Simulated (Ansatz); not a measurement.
Ansatz (a first-principles code) input (B3LYP/STO-3G):

Ansatz 0.2 input:
```yaml
crystal:
  periodic: [false, false, false]
  atoms:
    - {symbol: C, position_ang: [-0.04887922, 0.02816407, 0.01029449]}
    - {symbol: O, position_ang: [0.09072173, 1.27310310, -0.27738523]}
    - {symbol: O, position_ang: [-1.23147366, -0.37305957, 0.26682771]}
    - {symbol: H, position_ang: [-1.91131900, 0.32935391, 0.20573748]}
    - {symbol: C, position_ang: [1.05439472, -0.94695257, 0.03698835]}
    - {symbol: H, position_ang: [1.93332978, -0.51883307, 0.52200439]}
    - {symbol: H, position_ang: [0.74223535, -1.85924173, 0.53822897]}
    - {symbol: H, position_ang: [1.32196362, -1.18489202, -0.99951600]}
    - {symbol: H, position_ang: [1.00671254, 1.54599575, -0.46569164]}
basis:
  gaussian:
    orbitals: STO-3G
hamiltonian:
  xc: {name: B3LYP}
total_charge: 1
output: {forces: true}
```

Task: Predict the final energy.

Result: -226.38559 Eh.
